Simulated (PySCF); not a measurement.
**Bond curve of NaO⁺**

Set-up: Na 6-311G(d,p), O 6-311G(d,p); no relativity (PySCF 2.14). Energies in eV from Na⁺ + O in their ground configurations at the same level. All curves are PBE0. state 1: ³Σ⁻ (triplet), unpaired electrons π ↑↑; state 2: ³Π (triplet), unpaired electrons σ ↑, π ↑, a second solution, started from another occupation; state 3: Ms = 0 determinant of mixed spin (⟨S²⟩ near 1.0), unpaired electrons π ↑↓, a mixture of terms (⟨Lz²⟩ = 2.0), a second solution, started from another occupation; state 4: Ms = 0 determinant of mixed spin (⟨S²⟩ near 1.0), unpaired electrons σ ↑, π ↓, a second solution, started from another occupation.

| R (Å) | state 1 | state 2 | state 3 | state 4 |
| --- | --- | --- | --- | --- |
| 2.174 | -0.2445 | 0.0992 | 0.5392 | 0.8770 |
| 2.275 | -0.3232 | 0.0350 | 0.4618 | 0.8100 |
| 2.376 | -0.3632 | -0.0029 | 0.4229 | 0.7701 |
| 2.452 | -0.3761 | -0.0199 | 0.4104 | 0.7519 |
| 2.528 | -0.3791 | -0.0302 | 0.4078 | 0.7408 |
| 2.604 | -0.3751 | -0.0359 | 0.4121 | 0.7346 |
| 2.705 | -0.3625 | -0.0386 | 0.4248 | 0.7314 |
| 2.831 | -0.3400 | -0.0375 | 0.4472 | 0.7324 |
| 2.983 | -0.3085 | -0.0329 | 0.4783 | 0.7373 |
| 3.185 | -0.2652 | -0.0250 | 0.5208 | 0.7457 |

Problem. Put a parabola through the three lowest points of the state 1 curve and estimate Re, k and ωe (reduced mass 9.432 u; 1 eV/Å² = 0.16022 mdyn/Å; ωe = 1302.8·√(k/μ) cm⁻¹).

Solution. Through R = 2.452, 2.528, 2.604 Å the second-order coefficient is 0.606 eV/Å², so Re ≈ 2.523 Å, k ≈ 0.194 mdyn/Å and ωe ≈ 187 cm⁻¹. A polynomial fit of higher order to the unrounded PBE0 energies gives Re = 2.518 Å, k = 0.203 mdyn/Å, ωe = 191 cm⁻¹; anharmonicity and rounding make the difference.

The higher-order fit for each curve: state 1: Re = 2.518 Å, ωe = 191 cm⁻¹, De = 0.379 eV; state 2: Re = 2.729 Å, ωe = 90.7 cm⁻¹, minimum 0.039 eV below the ground-state fragments; state 3: Re = 2.515 Å, ωe = 191 cm⁻¹, minimum 0.408 eV above the ground-state fragments; state 4: Re = 2.736 Å, ωe = 93.0 cm⁻¹, minimum 0.73 eV above the ground-state fragments.

The bond is weak. Basis-set superposition, not corrected here, can be much of De in a small basis, most of all at correlated wavefunction levels. For an ion De counts to the pair picked by the measured ionisation energies or electron affinities, which need not be the lowest pair at this level. The state is the lowest determinant that a PBE0 search found; another state may lie lower at other levels.
